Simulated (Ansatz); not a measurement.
# Solid CO2 (dry ice)

The numbers are results of LDA in Ansatz (PAW), not measurements.

Cell: relaxed at this level.

- lattice energy: 35 kJ/mol
- volume per molecule: 36.93 Å³

Measured, for comparison: lattice energy 28 kJ/mol (sublimation enthalpy back-corrected for vibrations incl. anharmonic terms (X23); as tabulated in Klimeš (2016), arXiv:1606.06868). Computed (rounded) less measured: lattice energy +7 kJ/mol.

Cost on a shared machine: roughly 15 core-seconds.

Ansatz is an electronic-structure program.
